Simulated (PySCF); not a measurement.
Gas-phase reaction: 3 AlHCl2 → AlH3 + 2 AlCl3

Method: PySCF energies (xtb for GFN2) plus ideal-gas RRHO corrections (1 bar). † marks an energy on the PBE0/def2-TZVP geometry and frequencies; other levels use their own. MP2 and CCSD(T) freeze the core. 6-31G* has spherical d functions here. All species are closed-shell singlets. B3LYP is the form with VWN-RPA correlation. AlHCl2, AlH3: computed as isolated molecules; such fragments, hydroxides, amides, oligomers or adducts are transient or little studied in the gas. MP2 isn't extrapolated to the basis-set limit; its ΔH°(298 K) is 26.7 kJ in def2-SVP and 27.6 kJ in def2-TZVPP. CCSD(T) isn't extrapolated to the basis-set limit; its ΔH°(298 K) is 27.9 kJ in def2-SVP and 28.5 kJ in def2-TZVPP. The harmonic model lacks anharmonicity and excited electronic states, which grow with temperature; levels with a mode under 35 cm⁻¹ are left out.

```tsv
level	ΔE electronic, kJ	ΔH°(298 K), kJ	ΔS°(298 K), J/K	ΔG°(800 K), kJ
B3LYP/6-31G*	37	35	-32	60
CCSD(T)/def2-SVP†	30	28	-32	53
GFN2-xTB	92	89	-29	111
M06-2X/def2-TZVP†	36	34	-32	58
MP2/def2-SVP†	28	27	-32	51
PBE/def2-SVP	37	35	-31	59
ωB97M-V/def2-TZVP†	32	30	-32	55
```
ΔH° is lowest at MP2/def2-SVP† and highest at GFN2-xTB. No reference value is set beside these.
